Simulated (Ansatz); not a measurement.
Born–Oppenheimer molecular dynamics of C$_{2}$H$_{7}$NS (11 atoms, charge 0, multiplicity 1). It starts at the highest image of a converged band. Of that band: The profile has 2 maxima (images 3, 5) with wells between them (image 4): this band takes more than one step, which may be the mechanism or a detour left from its start path. Neighbouring images differ by up to 2.8 eV, so the band resolves the path poorly. A vibrational analysis at the climbing image gives one clearly imaginary mode, 332i cm⁻¹: a first-order saddle point.

Method: Ansatz, RKS PBE0-D4/def2-SVP.

```json
{
  "ensemble": "NVE (velocity Verlet)",
  "time step": "0.5 fs",
  "steps asked": "200",
  "starting velocities drawn for": "300 K",
  "seed": "10926"
}
```

First frame:

```xyz
11
Properties=species:S:1:pos:R:3
N -0.305 1.488 -0.039
C -0.714 0.038 -0.309
C 0.564 -0.764 -0.339
S 0.264 -2.539 -0.107
H 0.709 1.619 -0.169
H -0.760 2.131 -0.691
H -1.293 -0.248 0.586
H -0.507 1.849 0.908
H 1.069 -0.742 -1.325
H 1.357 -0.457 0.398
H -0.319 -2.433 1.108
```

Task: What does the run give?

Result: The run went to its last step.

```
steps done                                               : 200
time covered                                             : 100 fs
mean temperature over the second half                    : 224 K
spread of the potential energy over the second half      : 7.1 meV per atom
mean potential energy of the second half above the start : 8.2 meV per atom
```

The conserved energy stayed within 0.24 meV per atom of its start (net change 0.13 meV per atom), so the integration is sound. A run of 0.1 ps of so small a system gives no equilibrium averages. The orbitals stay closed-shell, which can raise the energy where a bond breaks towards radicals; this wasn't checked here.

Task: What happens to the structure?

Result: The step under study would form N1–H8 and break C2–H8. These pairs go: N1–H8 1.03 → 1.05 Å, C2–H8 2.19 → 2.13 Å. In the last frame they stand as after the step (other bonds may differ from the relaxed reactants and products). It ends as one piece, C2H7NS. Pairs count as bonded within 1.25 times the sum of covalent radii (0.12 Å more for H–H). The details hang on the random start.

Task: How do temperature and energy run in time?

Result: 
```csv
time (fs),T (K),potential energy less start (eV),conserved less start (meV/atom)
0.0,300,0.000,0.00
5.0,125,0.204,0.08
10.0,189,0.130,0.06
15.0,166,0.157,0.09
20.0,167,0.156,0.13
25.0,166,0.157,0.13
30.0,149,0.178,0.16
35.0,235,0.077,0.13
40.0,214,0.102,0.15
45.0,272,0.034,0.13
50.0,292,0.011,0.15
55.0,308,-0.008,0.15
60.0,331,-0.034,0.12
65.0,255,0.054,0.15
70.0,229,0.084,0.15
75.0,210,0.106,0.16
80.0,144,0.184,0.19
85.0,175,0.148,0.16
90.0,127,0.203,0.17
95.0,197,0.122,0.12
100.0,128,0.202,0.13
```

Time of the run: 7.3 min on 2 threads of Arm Neoverse V1 (shared host), peak memory 0.19 GiB.
